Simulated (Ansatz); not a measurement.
Ge2H⁺ (H-bridged), triplet: reading a ladder of total energies

Geometry: that of the Ge2H (H-bridged), doublet, kept fixed.

```xyz
3

Ge    0.0000   -0.4466    1.1824
Ge    0.0000   -0.4466   -1.1824
H     0.0000    0.8933    0.0000
```

Basis cc-pVDZ; Ansatz 0.2.0. Correlated methods freeze the noble-gas cores and the filled d shells of p-block atoms, which leaves 8 electrons in 31 orbitals. Prefix R: restricted or restricted open-shell reference; prefix U: unrestricted. No spin–orbit coupling is included, and no scalar relativity.

Full CI isn't at hand for all of this; UCCSDTQ serves as the reference, and is uncertain by about the last step of the cluster series.

Runs differ by some tens of microhartree through their thresholds and, for an open shell, their frozen cores, so steps under 0.03 kcal/mol mean nothing.

```
    level  total energy (hartree)
      UHF            -4150.948226
     UMP2            -4151.071092
    UCCSD            -4151.102329
 UCCSD(T)            -4151.109169
   UCCSDT            -4151.110701
UCCSDT(Q)            -4151.111149
  UCCSDTQ            -4151.111171
```

Task: What is the correlation energy at UCCSDTQ, and what share of it do UMP2 and UCCSD recover?

Result: E(corr) = -4151.111171 − (-4150.948226) = -0.162945 hartree = -4.434 eV. UMP2: -0.122866 / -0.162945 = 75.40 %. UCCSD: -0.154103 / -0.162945 = 94.57 %.

Task: By how many kcal/mol does UCCSD(T) miss UCCSDTQ (1 hartree = 627.509 kcal/mol), and which steps make up the rest?

Result: -4151.109169 − (-4151.111171) = 0.002002 hartree = 1.26 kcal/mol. Steps: UCCSDT − UCCSD(T) = -0.96, UCCSDT(Q) − UCCSDT = -0.28, UCCSDTQ − UCCSDT(Q) = -0.01 kcal/mol. Differences between like states or geometries often cancel part of this.
